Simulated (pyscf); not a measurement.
**Four-centre exchange: H₂N–SiH₃ (SMILES N[SiH3]) + NH₃ (SMILES N) → H₂N–SiH₃ (SMILES N[SiH3]) + NH₃ (SMILES N)**

Gas phase, singlet surface, charge 0. Bonds broken: N1–H3, N8–H9. Bonds formed: N1–H9, H3–N8. Single points on ωB97X-D3(BJ)/def2-SVP structures (PySCF, gas phase). Correlated levels are frozen-core, on RHF or UHF. ΔMP2 is the change of the MP2 total energy from the triple- to the quadruple-zeta basis.

Transition state (Å):

```xyz
11

N     -0.8822    -0.3109    -0.5900
Si     0.7031    -0.1895     0.0369
H     -2.1052     0.0931     0.4760
H     -0.9862    -0.9878    -1.3472
H      1.2813    -1.4282     0.6736
H      0.6507     0.8463     1.1358
H      1.7772     0.2799    -0.9120
N     -2.5418     1.1114     0.4050
H     -1.8177     1.0672    -0.4351
H     -2.2894     1.7456     1.1624
H     -3.5276     1.1668     0.1529
```

One imaginary mode, 1249i cm⁻¹; descent along it reached the two sides named, in the forms told below.

```tsv
bond	change	reactant side (Å)	saddle	product side
N1–H3	breaks	1.026	1.672	3.6
N8–H9	breaks	1.020	1.110	2.081
N1–H9	forms	3.6	1.673	1.026
H3–N8	forms	2.080	1.110	1.020
```

Electronic energies relative to the separated reactants (eV):

```tsv
level	barrier	reaction energy	reverse barrier
ωB97X-D3(BJ)/def2-TZVP	2.01	0.00	2.01
PBE/def2-TZVP	1.68	0.00	1.68
r²SCAN/def2-TZVP	1.81	0.00	1.81
B3LYP-D3(BJ)/def2-TZVP	1.90	0.00	1.90
PBE0-D3(BJ)/def2-TZVP	1.82	0.00	1.82
M06-2X/def2-TZVP	1.99	0.00	1.99
ωB97M-D3(BJ)/def2-TZVP	1.96	0.00	1.96
HF/def2-TZVP	2.71	0.00	2.71
MP2/def2-QZVPP	1.96	0.00	1.96
CCSD/def2-TZVPP	2.17	0.00	2.17
CCSD(T)/def2-TZVPP	2.04	0.00	2.04
CCSD(T)/def2-TZVPP + ΔMP2(QZVPP)	2.05	0.00	2.05
```

With CCSD(T)/def2-TZVPP + ΔMP2(QZVPP) energies and thermal terms (ideal gas, 1 atm, RRHO with modes under 100 cm⁻¹ raised to 100, one conformer, R ln 2 for chiral ones without a mode under 150 cm⁻¹), in eV:

| T (K) | ΔH‡ | ΔG‡ | ΔH | ΔG |
|---|---|---|---|---|
| 298 | 1.98 | 2.42 | 0.00 | 0.00 |
| 600 | 1.98 | 2.88 | 0.00 | 0.00 |
| 900 | 2.00 | 3.32 | 0.00 | 0.00 |
| 1200 | 2.04 | 3.75 | 0.00 | 0.00 |

On the reactant side the descent ends in a complex, 0.22 eV under the separated species and 2.23 eV under the saddle at ωB97X-D3(BJ)/def2-TZVP. On the product side the descent ends in a complex (not fully relaxed), 0.22 eV under the separated species and 2.23 eV under the saddle at ωB97X-D3(BJ)/def2-TZVP. The same reactants have a lower exit, to H₂N–SiH₂–NH₂ + H₂ (barrier +1.44 eV at ωB97M-D3(BJ)/def2-TZVP, against +1.96 eV here). Another saddle between the same species, by other bonds, lies lower (1.32 eV against 1.96 eV at ωB97M-D3(BJ)/def2-TZVP). The CCSD(T) − MP2 part came from Ansatz, without density fitting, on the same reference.
